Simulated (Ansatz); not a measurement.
# Other spins and charges of PH2⁻, singlet at one geometry

Geometry (PBE0/def2-TZVPD stationary point for this spin, not checked as a minimum):

```json
{"atom": "P", "x (Å)": "0.0000", "y (Å)": "-0.0612", "z (Å)": "0.0000"}
{"atom": "H", "x (Å)": "0.0000", "y (Å)": "0.9398", "z (Å)": "-1.0301"}
{"atom": "H", "x (Å)": "0.0000", "y (Å)": "0.9398", "z (Å)": "1.0301"}
```

Basis aug-cc-pVDZ; Ansatz 0.2.0. Correlated methods freeze the noble-gas cores. R marks a restricted (for open shells ROHF) determinant, U an unrestricted one. Active spaces: valence = (8e, 6o) chosen from the atoms' valence shells.

Gaps are energies of the second state less the first, at fixed atoms, for a selection of the levels run; each method lands on the state that its own search finds for that charge and spin.

Q: PBE gives 1.229 eV for removing an electron, to the doublet. Estimate what RCCSDTQ gives in aug-cc-pVDZ.

A: RCCSDTQ in aug-cc-pVDZ gives 1.050 eV, so against it PBE is off by 0.179 eV, of which a good part can be the reference's own basis and frozen-core error.

| level | gap (eV) | error (meV) |
| --- | --- | --- |
| RHF | 0.211 | -839 |
| UMP2 | 1.059 | 9 |
| BCCD(T) | 1.044 | -6 |
| UCCSDT(Q) | 1.050 | 0 |
| MRCISD (valence space) | 0.879 | -171 |
| MRCISD+Q (valence space) | 1.012 | -38 |
| r2SCAN | 1.130 | 80 |
| B3LYP | 1.246 | 196 |
| B2PLYP | 1.124 | 74 |

In so small a basis the reference is far from its limit while semilocal and hybrid functionals are nearer theirs (RPA and double hybrids share much of the reference's basis error), so the functionals' errors here hold much of the reference's basis and frozen-core error, which can add to them or hide them.

Full CI isn't at hand for all of this; RCCSDTQ serves as the reference, and is uncertain by about the last step of the cluster series. The frozen core follows each run's orbitals, which can shift R against U totals by a few meV.
